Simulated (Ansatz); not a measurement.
**C₃H₅F₂ radical: basis-set convergence**

The task here is to estimate one member of a computed series from the others.

Method: one geometry, several basis sets; program: Ansatz 0.2.0, Gaussian basis.

Levels to be run: PBE0-D4/def2-SVP; ωB97M-V/def2-SVP; PBE0-D4/def2-QZVPP; ωB97M-V/def2-QZVPP; the functionals' def2-TZVPP values are taken from earlier runs.

## The relaxed structure

All runs share one geometry, relaxed beforehand with PBE0-D4 in a triple-zeta def2 set.

SMILES `[CH2]C(F)CF`, 10 atoms, charge 0, spin multiplicity 2.

Atoms are counted from 1 here; the program's logs count them from 0.

Bond lengths: C1–C2 1.472 Å, C1–H6 1.081 Å, C1–H7 1.081 Å, C2–F3 1.389 Å, C2–C4 1.521 Å, C2–H8 1.102 Å, C4–F5 1.378 Å, C4–H9 1.093 Å, C4–H10 1.093 Å. Angles: C2–C1–H6 119.7°, C2–C1–H7 119.6°, H6–C1–H7 120.0°, C1–C2–F3 110.5°, C1–C2–C4 113.6°, C1–C2–H8 111.0°, F3–C2–C4 106.7°, F3–C2–H8 106.6°, C4–C2–H8 108.2°, C2–C4–F5 108.9°, C2–C4–H9 110.0°, C2–C4–H10 110.4°, F5–C4–H9 108.8°, F5–C4–H10 108.8°, H9–C4–H10 109.9°.

The first run:

in.yaml

```yaml
crystal:
  periodic: [false, false, false]
  atoms:
    - {symbol: C, position_ang: [-0.371606, -0.227828, 1.330302]}
    - {symbol: C, position_ang: [0.261876, -0.519790, 0.034258]}
    - {symbol: F, position_ang: [1.626371, -0.723686, 0.194721]}
    - {symbol: C, position_ang: [0.104901, 0.597762, -0.984948]}
    - {symbol: F, position_ang: [-1.235189, 0.769394, -1.258133]}
    - {symbol: H, position_ang: [-1.311993, 0.305251, 1.359786]}
    - {symbol: H, position_ang: [0.025540, -0.675443, 2.231003]}
    - {symbol: H, position_ang: [-0.144702, -1.445773, -0.403998]}
    - {symbol: H, position_ang: [0.621983, 0.334511, -1.910876]}
    - {symbol: H, position_ang: [0.505920, 1.534501, -0.589115]}
basis:
  gaussian: {orbitals: def2-SVP}
magnetization: {spin_polarized: true, initial_magnetization: 1}
hamiltonian: {xc: pbe0, dispersion: d4}
output: {orbitals: {seedname: orbitals}}
```

Launch:

```sh
> ansatz run in.yaml --threads 4 --pin off --events-out ev --progress --plain --max-ram 10444MiB
```

Steps of the session up to this table: PBE0-D4 in def2-SVP; ωB97M-V in def2-SVP; PBE0-D4 in def2-QZVPP; ωB97M-V in def2-QZVPP.

One table of the session follows, with a row left open; its other results are not shown here.

It belongs to the step «Functionals by basis». 

```
functional       basis  HOMO (eV)  LUMO (eV)
   PBE0-D4    def2-SVP          ?          ?
   PBE0-D4  def2-TZVPP      -6.75      -1.87
   PBE0-D4  def2-QZVPP      -6.78      -1.93
   ωB97M-V    def2-SVP      -8.75       0.35
   ωB97M-V  def2-TZVPP      -8.83      -0.04
   ωB97M-V  def2-QZVPP      -8.85      -0.16
```

Estimate the missing values for PBE0-D4, def2-SVP.

The run gave: HOMO (eV): -6.69; LUMO (eV): -1.63. In the column «HOMO (eV)» it is the highest.
